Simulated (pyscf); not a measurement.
Thermochemistry of product channels of H₃C–Si:–CH₃ (SMILES C[Si]C) [singlet] + H• (SMILES [H]) on the doublet surface, in kcal/mol, from ωB97M-D3(BJ)/def2-TZVP energies (ideal gas, 1 atm, RRHO with modes under 100 cm⁻¹ raised to 100, one conformer, R ln 2 for chiral ones without a mode under 150 cm⁻¹). PySCF, gas phase, ωB97X-D3(BJ)/def2-SVP geometries.

```csv
products,ΔE,ΔH(298 K),ΔG(298 K),ΔG(600 K)
[H₂C=Si–CH₃]• (SMILES C=[Si]C) + H₂ (SMILES [H][H]),-11.4,-11.7,-12.8,-14.1
H₃C–SiH•–CH₃ (SMILES C[SiH]C),-68.3,-63.7,-56.4,-48.5
```

These are energies of the channels, which say nothing of barriers. H₃C–Si:–CH₃ [singlet] lies 7.4 kcal/mol over its isomer H₂C=CH–SiH₃ (electronic energy, ωB97M-D3(BJ)). [H₂C=Si–CH₃]• lies 8.8 kcal/mol over its isomer H₂C=CH–SiH₂• (electronic energy, ωB97M-D3(BJ)).
